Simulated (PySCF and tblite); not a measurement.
Results of a calculation; reference values are marked as such.
Molecule: piperazine, C₄H₁₀N₂, numbered as in [CH2:1]1[CH2:2][NH:3][CH2:4][CH2:5][NH:6]1; H named by carrier, a and b as here (out-of-plane angle 0°, Å):

```
C1       1.253    0.725    0.094
C2       1.166   -0.797   -0.124
N3      -0.076   -1.285    0.399
C4      -1.269   -0.631   -0.050
C5      -1.137    0.887    0.167
N6       0.083    1.420   -0.420
H1a      2.140    1.132   -0.396
H1b      1.313    0.936    1.165
H2a      1.235   -1.001   -1.210
H2b      1.996   -1.301    0.371
H3      -0.108   -2.046    1.042
H4a     -2.129   -1.021    0.496
H4b     -1.431   -0.819   -1.129
H5a     -1.989    1.413   -0.269
H5b     -1.103    1.101    1.239
H6       0.043    1.294   -1.429
```

The mean out-of-plane torsion at N3 (0° is planar) is held and the rest relaxed at GFN2-xTB. Energies: PBE0/pcSseg-1 + D3(BJ). Couplings: B3LYP/6-31G* with H pcJ-1 N pcJ-1, gas phase, for ¹H, ¹⁵N. (tblite 0.8, PySCF 2.14.)

One held structure gave ¹J(N3,H3) = -81.8, ³J(H2a,H3) = -0.3, ³J(H3,H4b) = -0.3, ³J(H3,H4a) = 4.9, ³J(H2b,H3) = 4.9, ³J(N3,H1a) = -5.8, ³J(N3,H5a) = -5.8, ²J(N3,H2b) = -0.9 Hz.

**Question.** At which out-of-plane angle was it held?
A. 42°
B. 26°
C. -42°
D. -26°
E. 0°

**Answer.** B. It lies 0.63 kcal/mol above the lowest point.
